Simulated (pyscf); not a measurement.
**Four-centre exchange: `[OH][AsH2]` + `[OH2]` → `[OH][AsH2]` + `[OH2]`**

Gas phase, singlet surface, charge 0. Bonds broken: As1–H3, O6–H7. Bonds formed: As1–H7, H3–O6. PySCF, gas phase, ωB97X-D3(BJ)/def2-SVP geometries. Correlated levels are frozen-core, on RHF or UHF. ΔMP2 is the change of the MP2 total energy from the triple- to the quadruple-zeta basis.

Transition state (Å):

```xyz
8

As     1.2049    -0.2814     0.2569
O      0.9442    -1.2423    -1.2776
H      0.3562     1.7609    -0.1145
H      0.1634    -0.9697     1.1632
H      0.1222    -0.9790    -1.7024
O     -0.6644     2.0118     0.0675
H     -0.6576     0.9423     0.2405
H     -0.6661     2.4078     0.9630
```

One imaginary mode, 1400i cm⁻¹; descent along it reached the two sides named.

| bond | change | reactant side (Å) | saddle | product side |
|---|---|---|---|---|
| As1–H3 | breaks | 1.531 | 2.243 | 3.8 |
| O6–H7 | breaks | 0.965 | 1.083 | 2.510 |
| As1–H7 | forms | 4.1 | 2.229 | 1.522 |
| H3–O6 | forms | 2.518 | 1.067 | 0.965 |

Electronic energies relative to the separated reactants (kJ/mol):

| level | barrier | reaction energy | reverse barrier |
|---|---|---|---|
| ωB97X-D3(BJ)/def2-TZVP | 252.6 | 0.0 | 252.6 |
| PBE/def2-TZVP | 204.6 | 0.0 | 204.6 |
| r²SCAN/def2-TZVP | 226.9 | 0.0 | 226.9 |
| B3LYP-D3(BJ)/def2-TZVP | 234.4 | 0.0 | 234.4 |
| PBE0-D3(BJ)/def2-TZVP | 225.7 | 0.0 | 225.7 |
| M06-2X/def2-TZVP | 241.9 | 0.0 | 241.9 |
| ωB97M-D3(BJ)/def2-TZVP | 242.6 | 0.0 | 242.6 |
| HF/def2-TZVP | 327.3 | 0.0 | 327.3 |
| MP2/def2-QZVPP | 245.5 | 0.0 | 245.5 |
| CCSD/def2-TZVPP | 269.7 | 0.0 | 269.7 |
| CCSD(T)/def2-TZVPP | 256.0 | 0.0 | 256.0 |
| CCSD(T)/def2-TZVPP + ΔMP2(QZVPP) | 252.7 | 0.0 | 252.7 |

With CCSD(T)/def2-TZVPP + ΔMP2(QZVPP) energies and thermal terms (ideal gas, 1 atm, RRHO with modes under 100 cm⁻¹ raised to 100, one conformer, R ln 2 for chiral ones without a mode under 150 cm⁻¹), in kJ/mol:

| T (K) | ΔH‡ | ΔG‡ | ΔH | ΔG |
|---|---|---|---|---|
| 298 | 247.7 | 285.9 | 0.0 | 0.0 |
| 600 | 248.9 | 324.2 | 0.0 | 0.0 |
| 900 | 251.4 | 361.3 | 0.0 | 0.0 |
| 1200 | 254.4 | 397.5 | 0.0 | 0.0 |

The same reactants have a lower exit, to HO–AsH–OH + H₂ (barrier +205.4 kJ/mol at ωB97M-D3(BJ)/def2-TZVP, against +242.6 kJ/mol here). Another saddle between the same species, by other bonds, lies lower (128.0 kJ/mol against 242.6 kJ/mol at ωB97M-D3(BJ)/def2-TZVP). The CCSD(T) − MP2 part came from Ansatz, without density fitting, on the same reference. The frozen core leaves the outer d or s,p core shells of the metals and heavy elements correlated in the MP2 and CC values, and def2-TZVPP describes them poorly, which can shift differences by a few kcal/mol. Elements up to Kr have no core potential and no relativistic terms here.
